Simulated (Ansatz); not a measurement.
# Worked example: the enthalpy of formation of CH4O (SMILES CO)

CH4O has 6 atoms, charge 0, and is taken as a singlet. SMILES: `CO`. The shape is that of a PBE0-D4/def2-TZVP optimisation.

Total energies at revPBE/def2-TZVP (Ansatz 0.2.0); the atoms run unrestricted:

| species | state | energy (Eh) |
| --- | --- | --- |
| CH4O | singlet | -115.733449 |
| C | triplet | -37.845596 |
| O | triplet | -75.071193 |
| H | doublet | -0.504123 |

Harmonic wavenumbers at PBE0-D4/def2-TZVP, in cm⁻¹: 306, 1064, 1107, 1174, 1374, 1477, 1490, 1506, 3005, 3057, 3131, 3880.

Measured heats of formation of the gaseous atoms at 298.15 K, in kJ/mol: C 716.9, O 249.2, H 218.0. Spin-orbit lowering of the atoms at 298 K (mean of the ground term's levels less their thermal mean, from spectra), in kJ/mol: C 0.02, O 0.40. Take 1 Eh = 2625.50 kJ/mol, 1 cm⁻¹ = 0.0119627 kJ/mol, RT = 2.479 kJ/mol.

Problem. Work out the heat of formation of the gas at 298 K.

Solution. 
1. Electronic atomisation energy: (-37.845596) + (-75.071193) + 4 × (-0.504123) − (-115.733449) = 0.800168 Eh = 2100.8 kJ/mol.
2. Zero-point energy: half the sum of the wavenumbers, 11285.5 cm⁻¹ = 135.0 kJ/mol.
3. Thermal vibrational enthalpy, Σ hcν̃/(exp(hcν̃/kT) − 1): 1.3 kJ/mol. Translation, rotation and pV of a non-linear molecule: 4 RT = 9.9 kJ/mol.
4. The 6 free atoms carry 5/2 RT each: 37.2 kJ/mol.
5. Spin-orbit coupling lowers the free atoms by 0.02 + 0.40 = 0.4 kJ/mol.
6. Atomisation enthalpy at 298 K: 2100.8 − 0.4 − 135.0 − 1.3 − 9.9 + 37.2 = 1991.4 kJ/mol.
7. Sum of the atoms' heats of formation: 1838.1 kJ/mol. Heat of formation: 1838.1 − 1991.4 = -153.3 kJ/mol.

The tabulated value is -200.7 kJ/mol (Active Thermochemical Tables), so this level is off by +47.4 kJ/mol, or 2.3 % of the atomisation enthalpy. Anharmonicity and any spin-orbit splitting of the molecule are left out.
